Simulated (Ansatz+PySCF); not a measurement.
## singlet C4H8: levels of theory in one basis

```yaml
atoms:
  - { symbol: C, position_ang: [0.0000, 0.0000, -1.4592] }
  - { symbol: C, position_ang: [0.0000, 0.0000, -0.1210] }
  - { symbol: C, position_ang: [0.0000, 1.2706, 0.6772] }
  - { symbol: C, position_ang: [0.0000, -1.2706, 0.6772] }
  - { symbol: H, position_ang: [0.0000, -0.9333, -2.0296] }
  - { symbol: H, position_ang: [0.0000, 0.9333, -2.0296] }
  - { symbol: H, position_ang: [0.0000, 2.1616, 0.0339] }
  - { symbol: H, position_ang: [-0.8834, 1.3209, 1.3367] }
  - { symbol: H, position_ang: [0.8834, 1.3209, 1.3367] }
  - { symbol: H, position_ang: [0.0000, -2.1616, 0.0339] }
  - { symbol: H, position_ang: [0.8834, -1.3209, 1.3367] }
  - { symbol: H, position_ang: [-0.8834, -1.3209, 1.3367] }
```

Basis set: def2-SVP (spherical functions). Correlated methods keep 4 orbitals frozen. Charge 0, multiplicity 1.

Computed with Ansatz (development build ahead of 0.2.0); each method stands on the lowest determinant of its kind that the runs found. NEVPT2 correlates all electrons. Active spaces start from the frontier orbitals, and the lowest solution found is given.

```csv
method,E − E(RHF) (eV),<S²> of the determinant
RHF,0.00,0.00
"CASSCF(2,2)",-0.74,–
"SC-NEVPT2(2,2)",-15.71,–
```

Problem. What does RHF-MP2 give on the same scale?

Solution. -15.30 eV.

Problem. Is a single determinant a sound starting point here?

Solution. By this sign, yes. Unrestricted orbitals gain 0.00 eV and <S²> is 0.00 against 0.00 for a pure state. The CASSCF(2,2) natural occupations are 1.92, 0.08.
